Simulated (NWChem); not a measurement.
# CH5N (methylamine): levels of theory compared

We compute a comparison of 6 runs (BHLYP/aug-cc-pVDZ, M06-L/aug-cc-pVDZ, B3LYP/aug-cc-pVDZ, CAM-B3LYP/aug-cc-pVDZ, M06-2X/aug-cc-pVDZ, PBE0/aug-cc-pVDZ) of CH5N (methylamine). 

Program for the calculation: NWChem 7.3.0.

## 1. Starting point

CH5N has 7 atoms, charge 0, and is taken as a singlet. SMILES: `CN`. The coordinates come from a PBE0-D4/def2-TZVP relaxation.

Bond lengths: C1–N2 1.453 Å, C1–H3 1.100 Å, C1–H4 1.092 Å, C1–H5 1.092 Å, N2–H6 1.012 Å, N2–H7 1.012 Å. Angles: C1–N2–H6 110.6°, C1–N2–H7 110.6°, N2–C1–H3 115.4°, N2–C1–H4 109.4°, N2–C1–H5 109.4°, H6–N2–H7 106.7°, H3–C1–H4 107.7°, H3–C1–H5 107.7°, H4–C1–H5 106.9°.

## 2. Energy and forces at BHLYP/aug-cc-pVDZ (run 1)

sp.nw reads:

```
start sp
memory 2200 mb
charge 0
geometry noautosym nocenter noautoz
C       -0.473800      -0.138400      -0.281500
N        0.801600       0.390900       0.170500
H       -0.984400      -0.806400       0.427500
H       -0.327200      -0.690700      -1.212500
H       -1.150500       0.689300      -0.505500
H        1.448000      -0.360600       0.373500
H        0.686300       0.915800       1.027900
end
basis spherical bse
* library aug-cc-pVDZ
end
dft
xc bhlyp
grid fine
convergence energy 1e-08
maxiter 100
mulliken
print low
end
task dft gradient
```

On the command line:

```bash
$ nwchem sp.nw > sp.out
```

The log of the run:

```text
[...]
 d= 0,ls=0.0,diis     1    -95.7806221360 -1.38D+02  1.05D-02  2.11D-01     1.9
[...]
 d= 0,ls=0.0,diis     8    -95.8069128741 -7.76D-09  7.69D-07  1.11D-09    12.1
         Total DFT energy =      -95.806912874091
      One electron energy =     -211.714086673463
           Coulomb energy =       87.918766938575
    Exchange-Corr. energy =      -14.152474789777
 Nuclear repulsion energy =       42.140881650574
[...]
      Total Density - Mulliken Population Analysis
     ---------------------------------------------
    Atom       Charge   Shell Charges
 -----------   ------   -------------------------------------------------------
    1 C    6     4.96   2.01  0.66  0.06  0.04  2.09  0.12 -0.03  0.08 -0.08
    2 N    7     7.16   2.01  0.75  0.68  0.00  2.42  1.19  0.06  0.03  0.02
    3 H    1     1.22   0.78  0.46  0.01  0.03 -0.05
    4 H    1     1.26   0.78  0.48  0.00  0.03 -0.03
    5 H    1     1.26   0.78  0.49  0.00  0.03 -0.03
    6 H    1     1.06   0.77  0.23  0.00  0.05  0.00
    7 H    1     1.06   0.77  0.23  0.00  0.05  0.00
[...]
                         DFT ENERGY GRADIENTS
    atom               coordinates                        gradient
                 x          y          z           x          y          z
   1 C      -0.895352  -0.261538  -0.531958    0.003153   0.001030   0.001770
   2 N       1.514804   0.738694   0.322198   -0.001334   0.001506  -0.004645
   3 H      -1.860246  -1.523875   0.807858   -0.001533  -0.001191   0.000515
   4 H      -0.618318  -1.305234  -2.291293   -0.000229  -0.000539  -0.000901
   5 H      -2.174130   1.302588  -0.955256   -0.000844   0.000510  -0.000358
   6 H       2.736323  -0.681435   0.705813    0.001861  -0.003121   0.000527
   7 H       1.296919   1.730611   1.942449   -0.001075   0.001804   0.003093
 Task  times  cpu:       16.7s     wall:       16.7s
 Total times  cpu:       16.7s     wall:       16.7s
```

Run time: 17 s. Hardware: 1 thread of Intel Xeon Platinum 8375C at 2.90GHz (Ice Lake), shared host; peak memory 0.12 GiB.

## 3. Energy and gradient at M06-L/aug-cc-pVDZ (run 2)

run.py reads:

```python
from ase import Atoms
from ase.calculators.nwchem import NWChem

mol = Atoms(['C', 'N', 'H', 'H', 'H', 'H', 'H'], positions=[
    [-0.473800, -0.138400, -0.281500],
    [0.801600, 0.390900, 0.170500],
    [-0.984400, -0.806400, 0.427500],
    [-0.327200, -0.690700, -1.212500],
    [-1.150500, 0.689300, -0.505500],
    [1.448000, -0.360600, 0.373500],
    [0.686300, 0.915800, 1.027900],
])

calc = NWChem(
    label='a',
    theory='dft',
    memory='2200 mb',
    basis='aug-cc-pVDZ',
    basispar='spherical bse',
    dft={'xc': 'm06-l', 'mult': '1', 'grid': 'fine', 'convergence': 'energy 1e-08', 'iterations': '100', 'mulliken': None, 'print': 'low'},
)
mol.calc = calc

forces = mol.get_forces()
e = mol.get_potential_energy()
print(f"E = {e:.6f} eV")
print("forces (eV/A):")
for s, f in zip(mol.symbols, forces):
    print(f"{s:2s} {f[0]:10.5f} {f[1]:10.5f} {f[2]:10.5f}")
```

On the command line:

```bash
$ export ASE_NWCHEM_COMMAND="nwchem PREFIX.nwi > PREFIX.nwo"
$ python run.py
```

The log of the run:

```text
E = -2608.307515 eV
forces (eV/A):
C     0.09991    0.00612    0.09888
N     0.04067    0.17010   -0.27665
H    -0.11117   -0.11051    0.08731
H     0.01543   -0.07801   -0.13174
H    -0.09976    0.11421   -0.03363
H     0.06181   -0.10835    0.09950
H    -0.00689    0.00648    0.15627
```

The calculator wrote a.nwi:

```
title "a"

permanent_dir a

scratch_dir a

start a

geometry units angstrom nocenter noautosym noautoz
  C  -4.7380000000000000e-01 -1.3840000000000000e-01 -2.8149999999999997e-01
  N  8.0159999999999998e-01 3.9090000000000003e-01 1.7050000000000001e-01
  H  -9.8440000000000005e-01 -8.0640000000000001e-01 4.2749999999999999e-01
  H  -3.2719999999999999e-01 -6.9069999999999998e-01 -1.2124999999999999e+00
  H  -1.1505000000000001e+00 6.8930000000000002e-01 -5.0549999999999995e-01
  H  1.4480000000000000e+00 -3.6059999999999998e-01 3.7350000000000000e-01
  H  6.8630000000000002e-01 9.1579999999999995e-01 1.0279000000000000e+00
end

memory 2200 mb

basis spherical bse noprint
   * library aug-cc-pVDZ
end

dft
  xc m06-l
  mult 1
  grid fine
  convergence energy 1e-08
  iterations 100
  mulliken
  print low
end

task dft gradient
```

a.nwo:

```text
Northwest Computational Chemistry Package (NWChem) 7.3.0
             --------------------------------------------------------

           Job information
           ---------------

    nwchem branch   = 7.3.0
    use scalapack   = T
    input           = a.nwi
    prefix          = a.
    data base       = a/a.db
    status          = startup
    nproc           =        1

           Memory information
           ------------------

    heap     =     72089594 doubles =      550.0 Mbytes
    stack    =     72089599 doubles =      550.0 Mbytes
    global   =    144179200 doubles =     1100.0 Mbytes (distinct from heap & stack)
    total    =    288358393 doubles =     2200.0 Mbytes
    verify   = yes
    hardfail = no

[... 39 lines left out ...]
            Nuclear Dipole moment (a.u.)
[... 77 lines left out ...]
   convergence    iter        energy       DeltaE   RMS-Dens  Diis-err    time
[... 13 lines left out ...]
         Total DFT energy =      -95.853533989705
      One electron energy =     -211.773239850777
           Coulomb energy =       87.992145386896
    Exchange-Corr. energy =      -14.213321176398
 Nuclear repulsion energy =       42.140881650574
[... 33 lines left out ...]
                         DFT ENERGY GRADIENTS

    atom               coordinates                        gradient
                 x          y          z           x          y          z
   1 C      -0.895352  -0.261538  -0.531958   -0.001943  -0.000119  -0.001923
   2 N       1.514804   0.738694   0.322198   -0.000791  -0.003308   0.005380
   3 H      -1.860246  -1.523875   0.807858    0.002162   0.002149  -0.001698
   4 H      -0.618318  -1.305234  -2.291293   -0.000300   0.001517   0.002562
   5 H      -2.174130   1.302588  -0.955256    0.001940  -0.002221   0.000654
   6 H       2.736323  -0.681435   0.705813   -0.001202   0.002107  -0.001935
   7 H       1.296919   1.730611   1.942449    0.000134  -0.000126  -0.003039

 Task  times  cpu:       24.8s     wall:       24.8s
 Total times  cpu:       24.8s     wall:       24.8s
```

Wall time 26 s (1 thread of Intel Xeon Platinum 8375C at 2.90GHz (Ice Lake), shared host); peak memory 0.12 GiB.

Runs 3 to 5 aren't shown in full; the table further down has their settings and results.

## 4. Energy and gradient at PBE0/aug-cc-pVDZ (run 6)

ch5n.nw reads:

```
start ch5n
memory stack 880 mb heap 220 mb global 1100 mb
charge 0
geometry noautosym nocenter noautoz
 C       -0.473800      -0.138400      -0.281500
 N        0.801600       0.390900       0.170500
 H       -0.984400      -0.806400       0.427500
 H       -0.327200      -0.690700      -1.212500
 H       -1.150500       0.689300      -0.505500
 H        1.448000      -0.360600       0.373500
 H        0.686300       0.915800       1.027900
end
basis spherical bse
 * library aug-cc-pVDZ
end
dft
 xc pbe0
 grid fine
 convergence energy 1e-08
 maxiter 100
 mulliken
end
task dft gradient
```

On the command line:

```bash
$ nwchem ch5n.nw > ch5n.out
```

The log of the run:

```text
[...]
          Wavefunction type:  closed shell.
          No. of atoms     :     7
          No. of electrons :    18
[...]
          Charge           :     0
          Spin multiplicity:     1
[...]
          AO basis - number of functions:    91
[...]
              XC Information
              --------------
                         PBE0 Method XC Functional
                     Hartree-Fock (Exact) Exchange  0.250
          PerdewBurkeErnzerhof Exchange Functional  0.750
            Perdew 1991 LDA Correlation Functional  1.000 local
           PerdewBurkeErnz. Correlation Functional  1.000 non-local
[...]
 d= 0,ls=0.0,diis     1    -95.7275490623 -1.38D+02  9.28D-03  2.40D-01     1.9
[...]
 d= 0,ls=0.0,diis     8    -95.7533959845 -3.77D-09  2.98D-07  2.80D-10    12.2
         Total DFT energy =      -95.753395984512
      One electron energy =     -211.723519217614
           Coulomb energy =       87.918405099417
    Exchange-Corr. energy =      -14.089163516889
 Nuclear repulsion energy =       42.140881650574
[...]
      Total Density - Mulliken Population Analysis
     ---------------------------------------------
    Atom       Charge   Shell Charges
 -----------   ------   -------------------------------------------------------
    1 C    6     5.16   2.02  0.65  0.16  0.07  2.10  0.17 -0.02  0.08 -0.07
    2 N    7     7.21   2.01  0.74  0.72  0.01  2.42  1.19  0.07  0.03  0.03
    3 H    1     1.16   0.77  0.41  0.00  0.03 -0.05
    4 H    1     1.20   0.77  0.43  0.00  0.03 -0.03
    5 H    1     1.20   0.77  0.43  0.00  0.03 -0.03
    6 H    1     1.04   0.77  0.21  0.00  0.05  0.00
    7 H    1     1.04   0.77  0.21  0.00  0.05  0.00
[...]
  wavefunction    = closed shell
                         DFT ENERGY GRADIENTS
    atom               coordinates                        gradient
                 x          y          z           x          y          z
   1 C      -0.895352  -0.261538  -0.531958   -0.000820   0.000031  -0.000910
   2 N       1.514804   0.738694   0.322198   -0.000075  -0.001591   0.002864
   3 H      -1.860246  -1.523875   0.807858    0.001555   0.002184  -0.002473
   4 H      -0.618318  -1.305234  -2.291293   -0.000702   0.001896   0.003460
   5 H      -2.174130   1.302588  -0.955256    0.002333  -0.003174   0.000868
   6 H       2.736323  -0.681435   0.705813   -0.002160   0.002023  -0.001055
   7 H       1.296919   1.730611   1.942449   -0.000131  -0.001369  -0.002753
[...]
```

Wall time 17 s (1 thread of Intel Xeon Platinum 8375C at 2.90GHz (Ice Lake), shared host); peak memory 0.12 GiB.

## 5. Overview of the runs

| run | level | energy (Eh) | largest force (eV/Å) | wall time |
| --- | --- | --- | --- | --- |
| 1 | BHLYP/aug-cc-pVDZ | -95.806913 | 0.260 | 17 s |
| 2 | M06-L/aug-cc-pVDZ | -95.853534 | 0.327 | 26 s |
| 3 | B3LYP/aug-cc-pVDZ | -95.873649 | 0.271 | 17 s |
| 4 | CAM-B3LYP/aug-cc-pVDZ | -95.816708 | 0.179 | 74 s |
| 5 | M06-2X/aug-cc-pVDZ | -95.816946 | 0.231 | 22 s |
| 6 | PBE0/aug-cc-pVDZ | -95.753396 | 0.207 | 17 s |

## 6. What came out

```
                       quantity         value
            run 6: total energy  -95.75340 Eh
           run 6: dipole moment        1.30 D
             run 6: HOMO energy      -6.85 eV
             run 6: LUMO energy      -0.07 eV
           run 6: HOMO–LUMO gap       6.78 eV
run 6: largest force on an atom    0.207 eV/Å
```

What this shows: Over runs 3, 4, 5, 6 the dipole moment (its size) runs from 1.30 D (PBE0/aug-cc-pVDZ) to 1.35 D (CAM-B3LYP/aug-cc-pVDZ). Over runs 3, 5, 6 the HOMO–LUMO gap runs from 6.29 eV (B3LYP/aug-cc-pVDZ) to 8.18 eV (M06-2X/aug-cc-pVDZ). Totals of different functionals can't be ranked against each other. All runs together took 2.9 min, the longest 74 s.
